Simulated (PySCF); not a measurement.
Species: C₃H₉O₂P.
Atom-mapped SMILES: `[CH3:1][CH2:2][P@:3]([CH3:4])(=[O:5])[OH:6]` (hydrogens: H7, H8, H9 on C1; H10, H11 on C2; H12, H13, H14 on C4; H15 on O6)

Cartesian coordinates in Å at the HF/6-31G* level; atoms count from 1:
```
atom  x, y, z in Å
C1    -1.5658   -0.9669   -0.1501
C2    -0.7966   -0.1731    0.9113
P3     0.6022    0.8160    0.3190
C4     1.7326   -0.2898   -0.5545
O5     1.2280    1.6394    1.3580
O6    -0.0270    1.6976   -0.8779
H7    -2.4109   -1.4719    0.3048
H8    -0.9455   -1.7263   -0.6142
H9    -1.9437   -0.3160   -0.9295
H10   -1.4584    0.5292    1.4099
H11   -0.4135   -0.8331    1.6846
H12    1.2575   -0.7615   -1.4061
H13    2.1000   -1.0551    0.1203
H14    2.5779    0.2914   -0.9047
H15    0.0565    2.6272   -0.6919
```

Theory: HF/6-31G* geometry optimisation, gas phase in PySCF.

Take the most abundant isotopes and a rigid rotor. The values belong to one conformer with, in the numbering `[CH3:1][CH2:2][P@:3]([CH3:4])(=[O:5])[OH:6]`, C1–C2–P3–C4 -56°, C2–P3–O6–H 120°.

Q: Give the principal moments of inertia and the rotational constants in GHz.

A: Ia = 130.82, Ib = 226.35, Ic = 236.10 u·Å²; 505379 MHz·u·Å²/I gives 3863, 2233 and 2141 MHz, that is A = 3.8632, B = 2.2328, C = 2.1405 GHz.

Q: Classify the top.

A: An asymmetric top. Ray's parameter κ = (2B − A − C)/(A − C) = -0.893; −1 is the prolate and +1 the oblate limit.

Q: Is it planar, by Δ = Ic − Ia − Ib?

A: Not planar: Δ = Ic − Ia − Ib = -121.06 u·Å². For a rigid frame Δ = −2 Σ m c², so Σ m c² = 60.53 u·Å² lies off the ab plane: 9.81 from hydrogen and 50.72 from heavier atoms. The atom farthest from that plane is 1.83 Å away.

Q: List the rotational levels J(Ka,Kc) to J = 5 (cm⁻¹).

A: Above 0(0,0):
J = 1: 1(0,1) 0.1459, 1(1,1) 0.2003, 1(1,0) 0.2033
J = 2: 2(0,2) 0.4375, 2(1,2) 0.4889, 2(1,1) 0.4982, 2(2,1) 0.6613, 2(2,0) 0.6615
J = 3: 3(0,3) 0.8746, 3(1,3) 0.9219, 3(1,2) 0.9403, 3(2,2) 1.0990, 3(2,1) 1.0996, 3(3,1) 1.3787, 3(3,0) 1.3787
J = 4: 4(0,4) 1.4569, 4(1,4) 1.4990, 4(1,3) 1.5297, 4(2,3) 1.6824, 4(2,2) 1.6842, 4(3,2) 1.9624, 4(3,1) 1.9624, 4(4,1) 2.3536, 4(4,0) 2.3536
J = 5: 5(0,5) 2.1838, 5(1,5) 2.2201, 5(1,4) 2.2662, 5(2,4) 2.4115, 5(2,3) 2.4158, 5(3,3) 2.6922, 5(3,2) 2.6923, 5(4,2) 3.0833, 5(4,1) 3.0833, 5(5,1) 3.5864, 5(5,0) 3.5864

Q: Predict some low-J microwave lines.

A: The dipole components are |μa| = 2.55 D, |μb| = 1.47 D, |μc| = 0.98 D. The squared components, which scale the intensities, stand as 1.00 : 0.33 : 0.15 (a : b : c). Some lines, for components of 0.1 D or more:

```
type  branch         J(Ka,Kc)    MHz  lower level (cm⁻¹)
   a       Q  3(1,2) ← 3(1,3)    553               0.922
   b       Q  2(1,1) ← 2(0,2)   1819               0.438
   a       R  2(1,2) ← 1(1,1)   8654               0.200
   a       R  2(0,2) ← 1(0,1)   8743               0.146
   b       R  2(1,2) ← 1(0,1)  10285               0.146
   b       R  3(0,3) ← 2(1,2)  11563               0.489
   a       R  3(2,1) ← 2(2,0)  13135               0.661
   a       R  3(1,2) ← 2(1,1)  13256               0.498
   c       R  2(2,0) ← 1(1,0)  13734               0.203
   b       R  2(2,0) ← 1(1,1)  13826               0.200
   b       R  3(1,3) ← 2(0,2)  14521               0.438
```

Q: Estimate the classical rotational partition function at 10 K, 200 K and 298.15 K.

A: Point group C1, symmetry number σ = 1; q = (√π/σ)·√((kT/h)³/(ABC)), k/h = 20836.6 MHz/K: 1240 at 10 K, 111000 at 200 K, 202000 at 298.15 K.

Stationary, but not proved a minimum. Constants of a rigid frame at the computed geometry: no zero-point averaging, no centrifugal distortion. A rigid rotor knows nothing of internal rotation, which can split or shift real lines.

Hardware: Arm Neoverse V1, one thread, no GPU (shared host). Cost: 18 s, 0.49 GiB resident at most. That covers the optimisation of the geometry.
